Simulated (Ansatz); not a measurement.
This script drives the Ansatz DFT code, driven from Python.

`md_c2h2cln.py`
```python
"""A short Born-Oppenheimer trajectory of C2H2ClN."""

import logging
import sys

import ansatz as az
import numpy as np

logging.basicConfig(stream=sys.stdout, format="%(levelname)s %(message)s")
log = logging.getLogger("c2h2cln")
log.setLevel(logging.INFO)

geometry_ang = [
    ("N", (0.5848, 0.7015, -1.3277)),
    ("C", (0.2463, 0.3168, -0.2869)),
    ("C", (-0.0892, -0.1394, 0.8689)),
    ("Cl", (-1.0834, -1.4264, 0.9924)),
    ("H", (0.0534, 0.2389, -2.1121)),
    ("H", (0.3302, 0.2446, 1.8193)),
]
mol = az.Crystal.molecule()
for symbol, xyz in geometry_ang:
    mol = mol.atom(symbol, xyz)

calc = (
    mol.calculation()
    .basis(gaussian="def2-SVP")
    .functional("pbe", dispersion="d4")
)
symbols = [site.symbol for site in mol.cartesian_sites]
start = np.array([site.position_ang for site in mol.cartesian_sites], dtype=float)
summary = calc.relax(force_tolerance=0.02, max_steps=100).run(threads=1).report
end = np.array(summary["positions_ang"])
minimum = az.Crystal.molecule()
for symbol, place in zip(symbols, end):
    minimum = minimum.atom(symbol, place.tolist())

# dynamics from the relaxed geometry
calc = (
    minimum.calculation()
    .basis(gaussian="def2-SVP")
    .functional("pbe", dispersion="d4")
    .md("nvt_langevin", timestep=0.5, steps=30, temperature=200, initial_velocities="maxwell_boltzmann", seed=44, friction=0.01)
)
frames = []
res = calc.session().plan().execute(on_event=lambda e: frames.append(e["data"]) if e["event"] == "md_step" else None)
log.info("t (fs)   E_pot (eV)      E_kin (eV)   T (K)   d(0-1) (A)")
for f in frames[::3]:
    xyz = np.array(f["positions_ang"])
    log.info(f"{f['time_fs']:6.2f} {f['lagrangian_ev']:14.5f} {f['e_kin_ev']:10.5f} {f['temperature_k']:8.1f} {np.linalg.norm(xyz[0] - xyz[1]):9.4f}")
print("mean temperature", round(float(np.mean([f["temperature_k"] for f in frames])), 1), "K")
```

It is started by `python md_c2h2cln.py`. How long does it take on 1 thread of Arm Neoverse V1 (shared host), and how much memory does it need?

It took about 77 s, with a peak of 0.21 GiB, for 2 runs of the engine.

```console
$ python md_c2h2cln.py
INFO t (fs)   E_pot (eV)      E_kin (eV)   T (K)   d(0-1) (A)
INFO   0.00   -16101.46830    0.12926    166.7    1.2350
INFO   1.50   -16101.44545    0.10431    134.5    1.2394
INFO   3.00   -16101.43237    0.10632    137.1    1.2426
INFO   4.50   -16101.44978    0.12152    156.7    1.2415
INFO   6.00   -16101.44404    0.10662    137.5    1.2375
INFO   7.50   -16101.43038    0.09322    120.2    1.2342
INFO   9.00   -16101.43431    0.10473    135.0    1.2325
INFO  10.50   -16101.43439    0.10713    138.1    1.2313
INFO  12.00   -16101.42638    0.12139    156.5    1.2312
INFO  13.50   -16101.43056    0.13223    170.5    1.2306
INFO  15.00   -16101.42975    0.13252    170.9    1.2309
mean temperature 146.3 K
```

What to keep in mind:
- Total energies depend on the basis set; only differences at equal settings carry meaning.
- The trajectory is only some femtoseconds long, so its temperature is not equilibrated; where the script doesn't relax first, it starts from a rough generated geometry.
- The printed temperature counts all 3N degrees of freedom under Langevin dynamics, so the first row lies under the target.

(Lines on the test bed's own set-up are left out of the output.)
